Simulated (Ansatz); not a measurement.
Rutile SnO2 was calculated with PBE in Ansatz (PAW).

Settings: plane-wave cutoff 520 eV, 8×8×8 k mesh, perturbation theory, force constants from a 4×4×4 q mesh, scalar-relativistic PAW data made under PBE.

Question: Predict the zero-point energy.

Answer: 
zero-point energy: 0.066 eV/atom

Spin–orbit coupling is not included.

Computing time: around 80 core-minutes (rough).

Ansatz is an electronic-structure program.
